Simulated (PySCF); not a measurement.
# C6H6: the cost of one run

Method: levels as typed in each script, gas phase, geometry from GFN2-xTB; program: PySCF 2.14.0.

## (1) The starting structure

SMILES `c1ccccc1`, 12 atoms, charge 0, spin multiplicity 1.

Bond lengths: C1–C2 1.385 Å, C1–C6 1.385 Å, C1–H7 1.080 Å, C2–C3 1.385 Å, C2–H8 1.080 Å, C3–C4 1.385 Å, C3–H9 1.080 Å, C4–C5 1.385 Å, C4–H10 1.080 Å, C5–C6 1.385 Å, C5–H11 1.080 Å, C6–H12 1.080 Å. Angles: C2–C1–C6 120.0°, C2–C1–H7 120.0°, C6–C1–H7 120.0°, C1–C2–C3 120.0°, C1–C2–H8 120.0°, C3–C2–H8 120.0°, C2–C3–C4 120.0°, C2–C3–H9 120.0°, C4–C3–H9 120.0°, C3–C4–C5 120.0°, C3–C4–H10 120.0°, C5–C4–H10 120.0°, C4–C5–C6 120.0°, C4–C5–H11 120.0°, C6–C5–H11 120.0°, C1–C6–C5 120.0°, C1–C6–H12 120.0°, C5–C6–H12 120.0°.

Coordinates:

```
atom    x (Å)    y (Å)   z (Å)
  C1   1.3374   0.3584  0.0000
  C2   0.3583   1.3374  0.0000
  C3  -0.9791   0.9790  0.0000
  C4  -1.3374  -0.3584  0.0000
  C5  -0.3583  -1.3374  0.0000
  C6   0.9791  -0.9790  0.0000
  H7   2.3811   0.6381  0.0000
  H8   0.6379   2.3811  0.0000
  H9  -1.7431   1.7430  0.0000
 H10  -2.3811  -0.6381  0.0000
 H11  -0.6380  -2.3811  0.0000
 H12   1.7432  -1.7430  0.0000
```

## (2) Localised orbitals (B3LYP/def2-svp)

input.py reads:

```python
import numpy as np
from pyscf import gto, scf, dft, lo
from pyscf.data.elements import chemcore

def solve(mol, dm0=None, hcore=None):
    mf = (dft.UKS if mol.spin else dft.RKS)(mol, xc='b3lyp')
    mf.grids.level = 3
    mf = mf.density_fit(auxbasis='def2-universal-jkfit')
    mf.conv_tol, mf.max_cycle = 1e-8, 80
    if hcore is not None:
        mf.get_hcore = lambda *args: hcore
    mf.kernel(dm0)
    if not mf.converged:
        mf = mf.newton().run(mf.mo_coeff, mf.mo_occ, max_cycle=30)
    assert mf.converged, 'SCF not converged'
    return mf

mol = gto.M(atom='''
C      1.33740     0.35839     0.00000
C      0.35832     1.33742     0.00000
C     -0.97909     0.97902     0.00000
C     -1.33741    -0.35840     0.00000
C     -0.35833    -1.33743     0.00000
C      0.97911    -0.97900     0.00000
H      2.38105     0.63806     0.00000
H      0.63794     2.38108     0.00000
H     -1.74312     1.74301     0.00000
H     -2.38106    -0.63807     0.00000
H     -0.63795    -2.38109     0.00000
H      1.74317    -1.74296     0.00000
''', basis='def2-svp', charge=0, spin=0, verbose=4)
mf = solve(mol)
occ_all = mf.mo_coeff[:, mf.mo_occ > 0]
occ = occ_all[:, chemcore(mol):]
pm = lo.PM(mol, occ, pop_method='meta_lowdin')
loc = pm.kernel()
for _ in range(5):
    new, stable = pm.stability_jacobi(return_status=True)
    if stable:
        break
    loc = pm.kernel(new)
fock, s = mf.get_fock(), mf.get_ovlp()
ortho = lo.orth_ao(mol, 'meta_lowdin')
labels = mol.ao_labels(fmt=None)
vir = loc[:, :0]
both = np.hstack([loc, vir])
p = (ortho.T @ s @ both) ** 2
pop = np.array([p[[l[0] == a for l in labels]].sum(0) for a in range(mol.natm)])
spd = np.array([[p[[l[0] == a and l[2][-1] == k for l in labels]].sum(0) for k in 'spd'] for a in range(mol.natm)])
eps = np.einsum('pi,pq,qi->i', both, fock, both)
for i in np.argsort(eps):
    top = np.argsort(-pop[:, i])[:3]
    print('%3d %s %9.4f Eh ' % (i + 1, 'occ' if i < loc.shape[1] else 'vir', eps[i]), '  '.join('%s%d %.3f' % (mol.atom_symbol(a), a + 1, pop[a, i]) for a in top))
np.savez('result.npz', c=both, nocc=loc.shape[1], pop=pop, spd=spd, eps=eps, e=mf.e_tot)
```

Run with:

```
> OMP_NUM_THREADS=1 python input.py
```

Q: Estimate wall time and peak memory on 1 thread of Arm Neoverse V2, shared host.

About 10 s, with a peak of 0.48 GiB.
